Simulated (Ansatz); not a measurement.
Density of states of BaNiS$_{2}$ (P4/nmm, a = 4.486 Å, b = 4.486 Å, c = 8.908 Å, α = 90.00°, β = 90.00°, γ = 90.00°), in states per eV and primitive cell, averaged over bins of 0.5 eV. Theory: DFT r2SCAN, scalar-relativistic, plane waves, PAW in Ansatz 0.2.0.

Plane waves to 500 eV, a k mesh through Γ of 8×8×4 on the computed 8-atom cell and Gaussian smearing (0.10 eV); collinear spin from starting moments 0 0 1.19 1.19 0 0 0 0 μB.

The cell is relaxed at this level. The states (both spins) are summed by tetrahedra on a 12×12×6 mesh at the self-consistent density. Energies are bin centres; the table starts no lower than −8 eV and ends at 6 eV, or lower where the solved bands end.

It is a metal at this level.

| E − E_F (eV) | total | Ni 3d down | S 3p up | S 3p down | Ni 3d up | Ni 4s up | Ni 4s down | Ba 6s down | Ba 6s up |
| --- | --- | --- | --- | --- | --- | --- | --- | --- | --- |
| -6.80 | 1.13 | 0.03 | 0.47 | 0.33 | 0.06 | 0.10 | 0.08 | 0.00 | 0.01 |
| -6.30 | 1.86 | 0.08 | 0.70 | 0.62 | 0.14 | 0.12 | 0.11 | 0.00 | 0.00 |
| -5.80 | 2.45 | 0.14 | 0.89 | 0.86 | 0.27 | 0.09 | 0.10 | 0.00 | 0.00 |
| -5.30 | 2.25 | 0.15 | 0.78 | 0.70 | 0.42 | 0.04 | 0.05 | 0.00 | 0.01 |
| -4.80 | 4.92 | 0.14 | 1.79 | 0.59 | 2.14 | 0.03 | 0.04 | 0.01 | 0.06 |
| -4.30 | 3.69 | 0.39 | 0.84 | 1.57 | 0.51 | 0.02 | 0.06 | 0.08 | 0.05 |
| -3.80 | 8.12 | 0.84 | 2.22 | 1.98 | 2.50 | 0.14 | 0.03 | 0.06 | 0.05 |
| -3.30 | 3.48 | 0.68 | 0.46 | 1.38 | 0.68 | 0.01 | 0.08 | 0.05 | 0.02 |
| -2.80 | 12.10 | 1.34 | 2.15 | 2.94 | 4.89 | 0.10 | 0.09 | 0.07 | 0.06 |
| -2.30 | 10.87 | 2.44 | 1.40 | 3.52 | 3.03 | 0.02 | 0.01 | 0.04 | 0.02 |
| -1.80 | 10.93 | 3.76 | 3.15 | 1.45 | 1.90 | 0.03 | 0.02 | 0.01 | 0.09 |
| -1.30 | 7.82 | 2.19 | 2.78 | 1.19 | 1.14 | 0.01 | 0.03 | 0.05 | 0.03 |
| -0.80 | 6.61 | 1.70 | 1.88 | 1.66 | 1.02 | 0.01 | 0.01 | 0.01 | 0.01 |
| -0.30 | 3.46 | 1.04 | 1.04 | 0.63 | 0.52 | 0.00 | 0.00 | 0.01 | 0.00 |
| 0.20 | 2.54 | 1.18 | 0.47 | 0.46 | 0.21 | 0.00 | 0.01 | 0.02 | 0.00 |
| 0.70 | 1.95 | 1.02 | 0.37 | 0.27 | 0.13 | 0.00 | 0.01 | 0.01 | 0.00 |
| 1.20 | 2.51 | 1.51 | 0.08 | 0.72 | 0.02 | 0.00 | 0.01 | 0.01 | 0.00 |
| 1.70 | 0.87 | 0.41 | 0.01 | 0.28 | 0.00 | 0.06 | 0.01 | 0.00 | 0.00 |
| 2.20 | 0.96 | 0.24 | 0.02 | 0.23 | 0.00 | 0.08 | 0.07 | 0.00 | 0.00 |
| 2.70 | 0.88 | 0.05 | 0.02 | 0.07 | 0.00 | 0.07 | 0.07 | 0.00 | 0.00 |
| 3.20 | 1.53 | 0.02 | 0.03 | 0.03 | 0.01 | 0.07 | 0.07 | 0.00 | 0.01 |
| 3.70 | 4.37 | 0.04 | 0.07 | 0.07 | 0.02 | 0.08 | 0.07 | 0.03 | 0.06 |
| 4.20 | 4.50 | 0.04 | 0.07 | 0.06 | 0.02 | 0.13 | 0.07 | 0.09 | 0.10 |
| 4.70 | 6.42 | 0.05 | 0.13 | 0.12 | 0.02 | 0.20 | 0.19 | 0.24 | 0.26 |
| 5.20 | 8.04 | 0.05 | 0.17 | 0.17 | 0.02 | 0.21 | 0.21 | 0.31 | 0.31 |
| 5.70 | 8.08 | 0.05 | 0.15 | 0.16 | 0.02 | 0.15 | 0.16 | 0.32 | 0.32 |

The columns after the total are the main Löwdin projections on the occupied valence shells of the potentials; 4 others are left out. The rest of the total lies in those, in shells that are empty in the free atom, which aren't projected, and between the atoms.

The state reached may not be the lowest one. Spin-orbit coupling is left out, which matters for the bands of heavy elements. The run saw a state lower than the one given here. Moments started parallel, and an antiferromagnetic order may lie lower.

Only this magnetic start was tried.

Cost: 1 run of about 7.9 core-minutes, on Oxide Virtual Turin-like Processor (Zen 5) (shared hosts).